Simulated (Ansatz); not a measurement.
## Bulk modulus of some elemental solids other than molecular ones

Method: PBEsol+SOC in Ansatz (plane waves, PAW). References are measured values corrected to a static lattice. The table is a random draw of 6 from 13 solids with such references.

Values in GPa.

```csv
solid,reference,PBEsol+SOC,error (%)
bcc Cs,2.11 (2.11–2.35),2.06,-2.4
fcc Ir,365,380,+4.1
hcp Os,425,427,+0.5
hcp Hf,110,113,+2.7
bcc W,312 (300–328),320,+2.6
fcc Pb,47,45.1,-4.0
```

Over these 6 solids the mean error is +0.6 %, the mean absolute error 2.7 % (median 2.6 %), and the worst case fcc Ir at +4.1 %; the value is too high in 4 of 6 cases. Over all 13, from unrounded values, the mean error is +0.9 % and the mean absolute error 2.4 % (median 2.3 %).

All these references are brought to a static lattice.

In Ansatz's fits of the non-cubic solids, shape and atoms are relaxed at each volume.

Brackets give the range of the sources taken for a reference, where it is wide; it can hold other temperatures.

Differences are worked out from the printed values.

Each level is taken at its own relaxed cell. Ansatz's density-functional and Hartree–Fock values are scalar-relativistic unless marked +SOC, with PAW data made under PBE.

Not in this set, of the elemental solids other than molecular ones with a reference value in our tables and a result at some level: 25 for no value at PBEsol+SOC (not run, a failed fit, an unstable or unbound cell, or a value held back for tests); 6 for sources at odds; 4 for a reference at room or unstated temperature; 1 for a value of another source that differs by over 15 % in a way that heat doesn't explain. These can be a level's best or worst cases. Solids without a released value at any level aren't counted. Layered and molecular crystals are counted apart. The metals Ce to Yb are counted apart.

References as tabulated in Levämäki et al. (2014), arXiv:1402.3671; doi:10.1021/acs.jctc.3c00612.

Ansatz is an electronic-structure program.
